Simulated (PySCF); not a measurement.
**How methods differ on the electron affinity of Al**

Al- [Ne] 3s2 3p2 (3P) → Al [Ne] 3s2 3p1 (2P), as a difference of total energies. All numbers are calculated (PySCF 2.14, the spin-free X2C one-electron Hamiltonian (Gaussian nucleus), in dyall-av3z). Correlated levels: valence: [Ne] frozen; virtual orbitals above 40 to 60 times the deepest correlated orbital energy dropped. The calculations carry no spin-orbit coupling.

```json
{"method": "UHF", "electron affinity (eV)": "0.009"}
{"method": "MP2 (valence)", "electron affinity (eV)": "0.358"}
{"method": "SCS-MP2 (valence)", "electron affinity (eV)": "0.257"}
{"method": "CCSD (valence)", "electron affinity (eV)": "0.368"}
{"method": "CCSD(T) (valence)", "electron affinity (eV)": "0.420"}
```

Problem. How much does correlation contribute at CCSD(T) (valence)?

Solution. 0.420 − (0.009) = 0.411 eV, measured against UHF.

Errors of the correlated levels include the incompleteness of this basis and the frozen core.

For comparison: 0.433 eV (measured; photodetachment measurements, as compiled on the Wikipedia data page of electron affinities).
